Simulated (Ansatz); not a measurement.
Task: a geometry optimisation of AlCl₂, SMILES [Cl][Al][Cl], with Ansatz's Python interface. Give the script and its output. Use: MP2, def2-SVP basis, multiplicity 2.

The script reads `alcl2.xyz`:
```text
3

Cl    1.47060    0.93230    0.89750
Al   -0.46350    0.54180   -0.19190
Cl   -1.01800   -1.53890   -0.71880
```

`run_opt.py`
```python
# -*- coding: utf-8 -*-
import warnings

import ansatz as az
import numpy as np

warnings.simplefilter("ignore", az.DeckWarning)

system = az.Crystal.molecule_from_extxyz("alcl2.xyz")

base = system.calculation().basis(gaussian="def2-SVP").correlation("mp2").spin("collinear", total=1)
symbols = [site.symbol for site in system.cartesian_sites]
start = np.array([site.position_ang for site in system.cartesian_sites], dtype=float)
rep = base.relax(force_tolerance=0.005).run(threads=1).report
end = np.array(rep["positions_ang"])

print(f"E = {rep['free_energy_ev']:.6f} eV = {rep['free_energy_ev'] / 27.211386246:.7f} Ha")
print("converged:", rep["converged"], " doubts:", rep["published_state_doubts"] or "none")

print("bond        before    after (A)")
for i, j in [(0, 1), (1, 2)]:
    d0, d1 = (np.linalg.norm(xyz[i] - xyz[j]) for xyz in (start, end))
    print(f"{symbols[i]}{i}-{symbols[j]}{j}".ljust(10), f"{d0:8.4f} {d1:8.4f}")

charges = rep["charge_distribution"]
dipole = np.array(charges["dipole_moment_e_ang"]) * 4.803205
print("dipole (D): {:.3f} {:.3f} {:.3f}, length {:.3f}".format(*dipole, np.linalg.norm(dipole)))
print("atom  Mulliken   Lowdin")
for symbol, m, l in zip(symbols, charges["mulliken_charges_e"], charges["lowdin_charges_e"]):
    print(f"{symbol:4s} {m:9.3f} {l:8.3f}")
with open("alcl2_opt.xyz", "w") as handle:
    handle.write(f"{len(symbols)}\nrelaxed AlCl2\n")
    handle.writelines(f"{s:2s} {x:11.6f} {y:11.6f} {z:11.6f}\n" for s, (x, y, z) in zip(symbols, end))
```

```console
$ python run_opt.py
E = -31591.631056 eV = -1160.9710277 Ha
converged: True  doubts: none
bond        before    after (A)
Cl0-Al1      2.2539   2.1006
Al1-Cl2      2.2168   2.1004
dipole (D): -0.914 1.156 -0.369, length 1.519
atom  Mulliken   Lowdin
Cl      -0.303    0.063
Al       0.606   -0.125
Cl      -0.303    0.063
```

It writes `alcl2_opt.xyz`:
```text
3
relaxed AlCl2
Cl    1.375503    0.873258    0.839593
Al   -0.428390    0.515860   -0.175724
Cl   -0.958013   -1.453918   -0.677070
```

Total energies depend on the basis set; only differences at equal settings carry meaning. The end point is the stationary point reached from this start; no frequency run checks that it is a minimum, and the basis set is modest. The species is open-shell (spin multiplicity 2). The Löwdin charges here are taken after orthogonalising the functions within each atom; they differ from plain Löwdin charges, and their signs can be unphysical. The whole script took 5.5 s on 1 thread of Intel(R) Xeon(R) 6975P-C (Granite Rapids) (shared host), peak memory 0.2 GiB.

(A comment or docstring line of the script was reworded after the run, the code is as it ran; lines on the test bed's own set-up are left out of the output.)
